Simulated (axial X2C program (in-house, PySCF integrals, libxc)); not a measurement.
# Low determinants of CH⁻ at the PBE0 level, two-component

All values were computed with an in-house relativistic program for diatomic molecules. Two-component (2c) means X2C with spin–orbit coupling and atomic mean-field two-electron Coulomb and Gaunt terms. Basis: C dyall-av3z [8s7p3d2f], H dyall-av3z [7s3p2d] (cores contracted in-house); Gaussian nuclei, density fitting, unrestricted open shells. Masses: C 12.000 u, H 1.008 u.

Search at 1.138 Å (vertical energies from the lowest determinant):

| ΔE (eV) | state | electrons beyond evenly filled partner blocks | electrons in ±ω = 1/2, 3/2, 5/2, 7/2 |
| --- | --- | --- | --- |
| 0.00 | Ω = 1 | ω = -1/2, ω = 3/2 | 7 1 0 0 |
| 1.05 | Ω = 0 | none | 8 0 0 0 |
| 1.05 | Ω = 2 | ω = 1/2, ω = 3/2 | 7 1 0 0 |
| 1.06 | Ω = 0 | none | 6 2 0 0 |
| 1.91 | Ω = 1 | 2 × ω = 1/2 | 8 0 0 0 |
| 2.75 | Ω = 3 | 2 × ω = 3/2 | 6 2 0 0 |
| 3.41 | Ω = 1 | 2 × ω = 1/2 | 6 2 0 0 |

Lowest determinant, Ω = 1 (⟨Sz⟩ = 1.00, ⟨Lz⟩ = 0.00 at PBE0): Re = 1.137 Å, ωe = 2650.8 cm⁻¹.

The determinant in row 2 of the search, Ω = 0 (closed shell), was followed along the bond at PBE0; measured from the minimum of the lowest determinant it gives:

Te = 1.051 eV (8477 cm⁻¹), Re = 1.134 Å, ωe = 2702.8 cm⁻¹.

Compare the bond of the determinant in row 2 with that of the lowest one.

At PBE0 its Re is 0.003 Å shorter and its force constant, which goes as ωe², is 1.04 times that of the lowest determinant. T0 ≈ Te + Δωe/2 = 8477 + (26) = 8503 cm⁻¹.

The search compares states at one distance, so a state with another bond length can lie lower; it is not exhaustive and yields mostly the lowest determinant of each block pattern, so other components and higher states of one pattern are missing. These are energies of single determinants, not of spin-adapted states; PBE0 term energies can be off by some tenths of an eV, and the functional has no current term. Open-shell Ω = 0 determinants with evenly filled partner blocks cannot be reached by this program, so the Ω shown need not be the lowest component. A closed-shell Ω = 0 row of a π² shell mixes the 0⁺ component of the triplet with ¹Σ⁺ and matches no level; 0⁺ can lie lowest. For an anion, determinants above electron detachment are held by the basis set. The highest occupied level of some functionals is positive through self-interaction error; at Hartree–Fock it is bound. Row 1 has a positive highest level at its minimum. Row 2 has a positive highest level at its minimum.
